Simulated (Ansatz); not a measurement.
## C (P6₃/mmc, No. 194, 12 atoms in the cell; start mp-606949)

Computed with PBE0-D3(BJ) (Ansatz, an electronic-structure program, PAW).

Cell: relaxed with PBE-D3(BJ): a = b = 2.4649 Å, c = 20.5989 Å, α = β = 90.00°, γ = 120.00°.

```
Property                        Result
-------------------------  -----------
interlayer binding energy  23.1 meV/Å²
```

Note: exact exchange on metals is sensitive to the k mesh and can open a false gap; the run warned that the count of filled bands differs between k points.

It cost very roughly 3 core-minutes of CPU time.

A start named mp-… is a Materials Project structure, which need not be a measured phase.
